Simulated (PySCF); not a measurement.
Structure problem from calculated spectra and properties.

Formula: C2HF2N.

| Quantity | Value |
| --- | --- |
| NMR, other nuclei | isotropic shieldings of nuclei other than C and H, by class: -50 (1 N), 305 (2 F) ppm [GIAO PBE0/pcSseg-1] |
| Rotational structure | rotational constants A, B, C: 10.085, 4.106, 3.101 GHz [GFN2-xTB] |
| Couplings | largest of the computed one-bond spin–spin couplings (means over like bonds): 19F–13C -309.8 (×2), 13C–1H +197.4, 13C–13C +97.5, 15N–13C -20.7 Hz [B3LYP/pcJ-1] |
| Dipole | 2.40 D [PBE0/pcSseg-1] |
| 13C NMR | chemical shifts (computed TMS as zero) by class: 116.2 (1 C), 106.1 (1 C) ppm [GIAO PBE0/pcSseg-1] |
| 1H NMR | chemical shifts (computed TMS as zero) by class: 6.42 (1 H) ppm [GIAO PBE0/pcSseg-1] |

Electronic properties: PySCF, gas phase, density fitting. Levels stand in brackets. Isolated species at its GFN2-xTB geometry, gas phase. NMR classes are plain means over equivalent atoms (diastereotopic ones count apart unless rotation or inversion swaps them), as if these changed places fast.

Question: What is the compound? Reason from the data.

Answer: Numbering: `[N:1]#[C:2][CH:3]([F:4])[F:5]`. Its formula, C2HF2N, gives 2 degrees of unsaturation: 0 rings and 2 π bonds in the structure found. 2 carbons fall into 2 classes; from least to most shielded: nitrile carbon [C2] (116.2 ppm), CHF2 carbon [C3] (106.1 ppm). The one hydrogen (6.42 ppm): methine hydrogen. The other shieldings belong to: -50 ppm, nitrile nitrogen [N1]; 305 ppm, fluorine of a CF2 group [F4/F5]. The couplings run between: -309.8 Hz, fluorine of a CF2 group [F4] and CHF2 carbon [C3] (with 1 like pair); +197.4 Hz, CHF2 carbon [C3] and its hydrogen; +97.5 Hz, nitrile carbon [C2] and CHF2 carbon [C3]; -20.7 Hz, nitrile nitrogen [N1] and nitrile carbon [C2]. The optimised geometry has point group Cs and is an asymmetric top. Structure: CHF2CN, `N#CC(F)F`. Computed isomers that give other values at the same levels: `[C-]#[N+]C(F)F` (smallest rotational constant: 3.368 GHz; this holds for the one conformer computed). The assignments are read from this structure; whether some other isomer fits the data as well wasn't checked.
